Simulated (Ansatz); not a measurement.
**SiN2H5 radical: how energies converge with the basis set**

The task here is to estimate one member of a computed series from the others.

Method: one geometry, several basis sets; program: Ansatz 0.2.0, Gaussian basis.

The runs, in order: PBE0-D4/def2-SVP; ωB97M-V/def2-SVP; PBE0-D4/def2-QZVPP; ωB97M-V/def2-QZVPP; the functionals' def2-TZVPP values are taken from earlier runs.

### Structure used throughout

An earlier PBE0-D4 in a triple-zeta def2 set relaxation fixed the geometry.

SMILES `N[SiH]N`, 8 atoms, charge 0, spin multiplicity 2.

Atoms are counted from 1 here; the program's logs count them from 0.

Bond lengths: N1–Si2 1.713 Å, N1–H4 1.008 Å, N1–H5 1.005 Å, Si2–N3 1.720 Å, Si2–H6 1.504 Å, N3–H7 1.008 Å, N3–H8 1.008 Å. Angles: Si2–N1–H4 122.2°, Si2–N1–H5 121.8°, H4–N1–H5 112.8°, N1–Si2–N3 106.1°, N1–Si2–H6 117.2°, N3–Si2–H6 103.6°, Si2–N3–H7 120.2°, Si2–N3–H8 119.6°, H7–N3–H8 111.5°.

The first run:

File in.yaml:

```yaml
crystal:
  periodic: [false, false, false]
  atoms:
    - {symbol: N, position_ang: [-1.026977, 0.622077, -0.768270]}
    - {symbol: Si, position_ang: [0.527749, 0.579855, -0.050725]}
    - {symbol: N, position_ang: [0.789542, -1.052576, 0.425120]}
    - {symbol: H, position_ang: [-1.817867, 0.144458, -0.364574]}
    - {symbol: H, position_ang: [-1.296551, 1.349408, -1.406785]}
    - {symbol: H, position_ang: [0.716352, 1.354053, 1.225149]}
    - {symbol: H, position_ang: [0.730841, -1.793954, -0.255161]}
    - {symbol: H, position_ang: [1.468910, -1.260521, 1.139546]}
basis:
  gaussian: {orbitals: def2-SVP}
magnetization: {spin_polarized: true, initial_magnetization: 1}
hamiltonian: {xc: pbe0, dispersion: d4}
output: {orbitals: {seedname: orbitals}}
```

Among the steps run: PBE0-D4 in def2-SVP; ωB97M-V in def2-SVP; PBE0-D4 in def2-QZVPP; ωB97M-V in def2-QZVPP.

One of the session's tables, all rows but one given; the rest of the session is left out.

It belongs to the step «Functionals by basis». 

```
functional       basis  HOMO (eV)
   PBE0-D4    def2-SVP      -4.79
   PBE0-D4  def2-TZVPP      -5.01
   PBE0-D4  def2-QZVPP      -5.07
   ωB97M-V    def2-SVP          ?
   ωB97M-V  def2-TZVPP      -6.79
   ωB97M-V  def2-QZVPP      -6.86
```

Estimate the missing values for ωB97M-V, def2-SVP.

The run gave: HOMO (eV): -6.55. In the column «HOMO (eV)» it lies between ωB97M-V, def2-TZVPP (-6.79) and PBE0-D4, def2-QZVPP (-5.07).
